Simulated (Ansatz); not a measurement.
# Na₂Cr: from a trial structure to a relaxed crystal

Theory: DFT PBE, scalar-relativistic, plane waves, PAW in Ansatz.

The start puts Na₂Cr on the AlB2 structure type (P6/mmm, No. 191), with Cr in place of Al, Na in place of B, at a guessed volume.

Input of the last, converged step (default PAW datasets):

```yaml
crystal:
  lattice:
    - [5.4969983574, 0.0, 0.0]
    - [-2.7484991787, 4.7605402221, 0.0]
    - [0.0, 0.0, 3.1141700755]
  atoms:
    - { symbol: Na, position: [0.3333333333, 0.6666666667, 0.5] }
    - { symbol: Na, position: [0.6666666667, 0.3333333333, 0.5] }
    - { symbol: Cr, position: [0.0, 0.0, 0.0], spin: 4.69 }
basis:
  ecutwfc: 420
kpoints:
  mp_grid: { grid: [12, 12, 14] }
hamiltonian:
  xc: pbe
scf:
  occupations: { method: gaussian, width: 0.1 }
output:
  forces: true
  stress: true
  eigenvalues: true
  populations: true
magnetization:
  spin_polarized: true
relax:
  adjacent_minimum: "off"
  f_tol: 0.01
  max_steps: 80
  cell: { stress_tol: 0.05 }
```

Launched as:

```bash
ansatz run input.yaml --threads 1 --pin off --max-ram 2560MiB --backend cpu --events-out ev --progress --plain --runs-dir out
```

The run took 73 s on 1 thread of Intel(R) Xeon(R) 6975P-C (Granite Rapids) (shared host), peak memory 0.71 GiB.

The program printed at the end:

```
SCF converged after 8 iterations
Magnetization: 4.9145 μB (18.4572 up, 13.5428 down)
Absolute magnetization: 4.9937 μB (∫|ρ↑−ρ↓|, with the PAW one-centre terms)
Spin contamination: 0.0954 ħ² per cell (⟨S²⟩ above its minimum at these occupations)
Per-site moments (μB) at R_I (Å): [(0.001111, 1.299260), (0.001111, 1.299260), (4.337868, 1.300226)]
Free energy (F): -6348.421240 eV
Harris-Foulkes:  -6348.421240 eV  (|F-HF|=4.55e-12)
Internal energy: -6348.414594 eV  (E = F + TS)
E sigma→0 (E₀):  -6348.417917 eV
Entropy (-TS):   -0.006646 eV (-2.215 meV/atom)
Fermi energy:    4.378949 eV
--- Per-component energies (eV) ---
  E_band       = -768.356502
  E_kinetic    = 581.325168
  E_local      = -4717.411637  (includes V_loc(G=0)·N_el)
  E_nonlocal   = 318.422039
  E_hartree    = 1825.639736
  E_xc         = -213.180949
  E_vxc        = -272.329668  (∫ρ·V_xc dr)
  E_paw        = -1728.384662  (= ΣΔE_a)
  E_vpaw       = -329.642087  (= ΣTr[D̂ρ^β])
  E_aug_tail   = 0.000321  (compensation charges beyond the density's cutoff)
  E_ewald      = -2414.824610
  E_smearing   = -0.006646  (= −TS)
  E_closure    = 0.000000  (closes the sum)
  Σ components = -6348.421240   (vs F -6348.421240, Δ=0.00e0)
--- Forces (eV/Å), atoms counted from 1 ---
  atom   1  Na     0.00000000     0.00000000     0.00000000
  atom   2  Na     0.00000000     0.00000000     0.00000000
  atom   3  Cr     0.00000000     0.00000000     0.00000000
  max |Σ_I F_I| component: 0.00e0 eV/Å
--- Stress (GPa, compression-positive) ---
       -0.011732       0.000000       0.000000
        0.000000      -0.011732       0.000000
        0.000000       0.000000       0.007281
  P = ⅓ Tr σ = -0.0054 GPa (-0.054 kbar)
  k-point 0 ↑: bands = ["-68.0870", "-48.2416", "-48.2322", "-39.4762", "-39.4762", "-39.4648", "-20.1911", "-20.1911", "-20.1301", "-20.1258", "-20.1258", "-20.1171", "-0.3514", "2.4844", "2.9782", "2.9782", "3.7643", "3.7643", "5.6559", "5.6559", "7.7448", "7.8303", "7.8303"]
  k-point 1 ↑: bands = ["-68.0868", "-48.2413", "-48.2319", "-39.4760", "-39.4760", "-39.4673", "-20.1905", "-20.1905", "-20.1351", "-20.1253", "-20.1253", "-20.1217", "-0.2662", "2.5361", "2.9943", "2.9943", "3.6785", "3.6785", "5.8009", "5.8009", "7.7929", "7.8809", "7.8809"]
  k-point 2 ↑: bands = ["-68.0863", "-48.2404", "-48.2311", "-39.4753", "-39.4753", "-39.4746", "-20.1887", "-20.1887", "-20.1490", "-20.1345", "-20.1239", "-20.1239", "-0.0134", "2.6837", "3.0396", "3.0396", "3.4791", "3.4791", "6.1797", "6.1797", "7.9344", "8.0348", "8.0348"]
  k-point 151 ↓: bands = ["-63.9871", "-48.2311", "-48.2311", "-35.5025", "-35.4106", "-35.4106", "-20.2282", "-20.2282", "-20.1885", "-20.1487", "-20.1487", "-20.1087", "5.3163", "5.3163", "5.7940", "5.8742", "5.8742", "5.9487", "7.2670", "7.2670", "8.8571", "9.0250", "9.0250"]
--- Relaxed structure (3 steps of the walk, 3 accepted, 1 SCFs on fresh bases) ---
  F+E_penalty+E_count = -6348.42124042 eV   max|allowed force component| = 4.626e-18 eV/Å   (the final SCF, on the basis selected at the relaxed cell)
  cell:  # Å, volume = 81.2440 Å³
    - [5.455477, 0.0, 0.0]
    - [-2.727738, 4.724582, 0.0]
    - [0.0, 0.0, 3.152064]
  atoms:
    - { symbol: Na, position: [0.333333, 0.666667, 0.500000] }
    - { symbol: Na, position: [0.666667, 0.333333, 0.500000] }
    - { symbol: Cr, position: [0.000000, 0.000000, 0.0] }
--- Löwdin populations: 3 sites ---
  site symbol q [e]    m [muB]
     0     Na      8.8484    -0.0447
     1     Na      8.8484    -0.0447
     2     Cr     14.0918     4.9178
  spilling = 0.006607 (of n_electrons = 32.000000)
```

Total energies depend on the potentials used, so only differences within one code and one set of settings carry meaning.

The result has space group P6/mmm (No. 191). Na is coordinated by 5 Na at 3.15 Å and 6 Cr at 3.52 Å; around Cr lie 2 Cr at 3.15 Å and 12 Na at 3.52 Å.

Against the elements it lies at 0.72 eV/atom. The zero of energy is the elements' standard structures at the same level; no fitted shifts are applied.

For metals, differences of a few meV/atom aren't resolved.

A structure relaxed within its symmetry needn't be a true minimum.